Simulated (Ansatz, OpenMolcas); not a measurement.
**Exact exchange and the vertical energy of the triplet above the singlet of SiH2Cl2 (dichlorosilane (DCS))**

SiH2Cl2: 5 atoms, total charge 0, spin state singlet. As SMILES, `Cl[SiH2]Cl`. Geometry: relaxed at PBE0-D4/def2-TZVP.

The vertical energy of the triplet above the singlet y, in eV, basis 6-311+G(d,p); a is the functional's share of exact exchange. Programs: Ansatz 0.2.0, OpenMolcas 26.06.

| functional | program | a | y (eV) |
| --- | --- | --- | --- |
| TPSS | OpenMolcas | 0 | 6.77 |
| r2SCAN | Ansatz | 0 | 6.88 |
| B3LYP | Ansatz | 0.2 | 7.02 |
| r2SCAN0 | Ansatz | 0.25 | ? |
| PBE0 | Ansatz | 0.25 | 7.10 |
| BHLYP | Ansatz | 0.5 | 7.68 |

**Question.** Fit y = c + s·a to the known rows and predict r2SCAN0.

**Answer.** 
1. Means of the 5 rows: a = 0.1900, y = 7.090.
2. Σ(Δa)² = 0.172, Σ(Δa·Δy) = 0.2835, so the slope is 0.2835/0.172 = 1.6483.
3. Intercept: 7.090 − (1.6483) × 0.1900 = 6.777. The largest residual of the fit is 0.10.
4. r2SCAN0: 6.777 + (1.6483) × 0.25 = 7.19 eV.

The run gave 7.30 eV, so the prediction is off by -0.11 eV, about the largest residual. The rows mix families of semi-local functionals, which the line can't see.
